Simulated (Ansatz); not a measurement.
Cost and result for the atomization energy of C4H11P, SMILES `C=P(C)(C)C` (16 atoms, 15 bonds).

```xyz
16

C    -0.484   -0.252    1.856
P    -0.065   -0.042    0.260
C     0.983    1.417    0.055
C    -1.534    0.188   -0.768
C     0.866   -1.311   -0.691
H     0.290   -0.144    2.607
H    -1.303   -0.922    2.087
H     1.313    1.531   -0.979
H     1.861    1.308    0.694
H     0.431    2.301    0.373
H    -2.192   -0.673   -0.633
H    -1.274    0.270   -1.825
H    -2.063    1.083   -0.441
H     0.294   -2.241   -0.683
H     1.060   -1.015   -1.726
H     1.816   -1.498   -0.186
```

The species carries charge 0 and has multiplicity 1. The structure was optimised at the PBE0-D4/def2-TZVP level. Program: Ansatz. All runs use 2 threads of an AMD EPYC 7R13 on a shared host and a share of an NVIDIA H100 80 GB. Times are those of one run each, without the atoms' runs, and a repeat can differ threefold. Electronic energies, without spin–orbit coupling; frozen cores. CCSD(T)/CBS adds CCSD(T) − MP2 in def2-TZVPP to the MP2 limit, and its time is that of the two runs behind it. T1 = 0.010. B3LYP takes the VWN-RPA correlation (the form of Gaussian; ORCA's B3LYP/G). HSE06 is the plane-wave form, built on full-range PBE exchange.

CCSD(T)/CBS is a level of theory with its own doubt, some kJ/mol a heavy atom from the limit and from the frozen cores, so smaller differences don't rank the functionals.

| level | functions | atomization (kJ/mol) | difference from CCSD(T)/CBS | per bond |
| --- | --- | --- | --- | --- |
| MP2/def2-QZVPP | 628 | 5858.1 | -23.0 | -1.5 |
| r2SCANh-D4/def2-TZVPP | 320 | 5883.1 | 2.0 | 0.1 |
| HSE06-D4/def2-TZVPP | 320 | 5920.1 | 39.0 | 2.6 |
| CCSD(T)/CBS(def2) | – | 5881.1 | 0.0 | 0.0 |
| CCSD(T)/def2-SVP | 129 | 5541.4 | -339.7 | -22.6 |
| ωB97X-V/def2-TZVPP | 320 | 5907.2 | 26.1 | 1.7 |
| PBE0-D4/def2-TZVPP | 320 | 5917.1 | 36.0 | 2.4 |
| B2PLYP/def2-TZVPP | 320 | 5823.7 | -57.4 | -3.8 |
| r2SCAN-D4/def2-TZVPP (with forces) | 320 | 5903.1 | 22.0 | 1.5 |
| PBE-D4/def2-TZVPP (with forces) | 320 | 5976.5 | 95.4 | 6.4 |
| CAM-B3LYP-D4/def2-TZVPP | 320 | 5916.6 | 35.5 | 2.4 |
| B3LYP-D4/def2-TZVPP (with forces) | 320 | 5902.5 | 21.4 | 1.4 |
| CCSD(T)/def2-TZVPP | 320 | 5739.4 | -141.7 | -9.4 |

**Question.** Order the runs by time, with rough figures. (An estimate is asked.)

**Answer.** Computed: PBE0-D4/def2-TZVPP 2.3 s; r2SCAN-D4/def2-TZVPP (with forces) 2.5 s; PBE-D4/def2-TZVPP (with forces) 2.7 s; CCSD(T)/def2-SVP 2.8 s; r2SCANh-D4/def2-TZVPP 3.4 s; CAM-B3LYP-D4/def2-TZVPP 3.8 s; B3LYP-D4/def2-TZVPP (with forces) 3.9 s; HSE06-D4/def2-TZVPP 4.1 s; B2PLYP/def2-TZVPP 4.2 s; ωB97X-V/def2-TZVPP 5.5 s; MP2/def2-QZVPP 5.5 s; CCSD(T)/def2-TZVPP 8.5 s; CCSD(T)/CBS(def2) 14 s.

In def2-TZVPP, CCSD(T) changes the Hartree–Fock value by +1354.9 kJ/mol (the triples alone add +70.1 kJ/mol) and MP2 by +1389.9 kJ/mol; breaking electron pairs costs correlation energy, which Hartree–Fock lacks. At CCSD(T), def2-SVP lies −339.7 kJ/mol from the extrapolated value and def2-TZVPP −141.7 kJ/mol: correlation converges slowly with the basis, and small sets miss more of it in the bonded molecule than in its fragments. Leaving LDA and LC-ωPBE aside and taking each functional with its dispersion term where it has one, the values, not all of them listed here, spread over 196.3 kJ/mol, from BHLYP-D4 to PBE-D4. LDA lies +723.7 kJ/mol from PBE without D4, its usual overbinding.
